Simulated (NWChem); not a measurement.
# Basis-set convergence for dimethyl sulfide (C₂H₆S)

SMILES: CSC
```xyz
9

C     -1.3791     0.0000     0.5069
S      0.0000     0.0000    -0.6547
C      1.3791     0.0000     0.5069
H     -1.3742     0.8990     1.1429
H     -2.3023     0.0000    -0.0896
H     -1.3742    -0.8990     1.1429
H      1.3742     0.8990     1.1429
H      2.3023     0.0000    -0.0896
H      1.3742    -0.8990     1.1429
```
Charge 0, spin multiplicity 1.

Everything below was run with NWChem. The geometry was optimised at PBE0/def2-SVP, a minimum by its harmonic frequencies.

Quantity: dipole moment at the level PBE0.

The Pople sets run with spherical d functions.

| basis | functions | dipole moment (D) |
|---|---|---|
| STO-3G | 25 | 0.89 |
| 3-21G | 43 | 1.86 |
| 6-31+G* | 70 | 1.76 |
| cc-pVDZ | 76 | 1.54 |
| pcseg-1 | 76 | 1.68 |
| def2-SVPD | 115 | [?] |
| 6-311++G** | 116 | [?] |
| def2-TZVP | 135 | 1.58 |
| pcseg-2 | 178 | [?] |
| def2-TZVPP | 188 | 1.56 |

Q: Complete the blanks.

A: 
- def2-SVPD, dipole moment (D): 1.67
- 6-311++G**, dipole moment (D): 1.70
- pcseg-2, dipole moment (D): 1.61
